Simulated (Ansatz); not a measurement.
AsH4⁻, singlet in aug-cc-pVDZ: errors against RCCSDT(Q)

Geometry: displaced at random from a stationary point.

```xyz
5

As    0.0333   -0.0001    0.0021
H    -0.2138   -0.0162    1.8209
H    -0.9253   -1.0963   -0.0517
H    -1.0281    1.1197   -0.0219
H    -0.3110   -0.0035   -1.9033
```

Basis aug-cc-pVDZ; Ansatz 0.2.0. Only valence electrons are correlated (noble-gas cores and the filled d shells of p-block atoms frozen), which leaves 10 electrons in 58 orbitals. Prefix R: restricted or restricted open-shell reference. Active spaces: valence = (10e, 8o) chosen from the atoms' valence shells. No spin–orbit coupling is included, and no scalar relativity.

Full CI isn't at hand for all of this; RCCSDT(Q) serves as the reference, and is uncertain by about the last step of the cluster series.

The UHF ⟨S²⟩ is 0.000, the T1 diagnostic (RCCSD) is 0.0183 and the largest doubles amplitude (RCCSD) is 0.091.

From what is known of these methods and the diagnostics, rank them by the size of their error in total energy against RCCSDT(Q) in aug-cc-pVDZ, smallest first (an estimate: the text doesn't fix the numbers).
A. RHF
B. RCCSD(T)
C. CISD
D. MRCISD (valence space)
E. CASSCF (valence space)

B (1.35 mEh), D (14.47 mEh), C (24.12 mEh), E (162.71 mEh), A (213.20 mEh).

All errors are against RCCSDT(Q) in aug-cc-pVDZ. Within each family the higher level lies nearer, as is usual though not guaranteed.

Natural occupations of CASSCF (valence space) about the gap: 1.997 1.995 1.980 1.971 1.962 0.041 0.032 0.023; effectively unpaired electrons, Σ n²(2−n)², 0.02.
